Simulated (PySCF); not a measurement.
**Structure from 2D NMR**

Compound of formula C$_{5}$H$_{11}$F. Correlations simulated from computed shifts and the bond graph:

HSQC (one-bond C–H):
```csv
δH,δC
4.37,95.4
0.97,26.9
```

HMBC (two and three bonds, from the bond graph):
```csv
δH,δC
4.37,"35.1, 26.9"
0.97,"95.4, 35.1, 26.9"
```

Carbons without hydrogens: δ 35.1.

Level of theory: PBE0/pcSseg-1 with gauge-including orbitals, structure optimised with GFN2-xTB, in PySCF 2.14 (no solvent, non-relativistic Hamiltonian, single conformer, rapidly exchanging positions averaged).

References, each an isolated molecule treated in the same way: 1H (31.72 ppm) and 13C (186.93 ppm) against TMS.

Exchangeable hydrogens are left out of these lists.

Question: Which molecule is this?

Answer: `InChI=1S/C5H11F/c1-5(2,3)4-6/h4H2,1-3H3`.

Structure with atom numbers: `[CH3:1][C:2]([CH3:3])([CH3:4])[CH2:5][F:6]`. Each H is labelled by its parent atom.

δC 95.4 is C5, an sp3 CH2 bonded to F (δH 4.37). δC 35.1 is C2, a quaternary sp3 carbon. δC 26.9 is C1/C3/C4, a methyl carbon (δH 0.97). HMBC from δH 4.37 reaches the proton-free carbon C2. HMBC from δH 0.97 reaches the proton-free carbon C2.

This is the structure that produced the data.

Shifts are as computed. Against solution values, carbons near 30 ppm lie about +3 ppm off and those near 130 ppm about +5 ppm. Of 1211 compounds with measured shifts, 218 miss one by over three times the rms of a fit or turn the order of signals round; such compounds aren't used in these exercises.
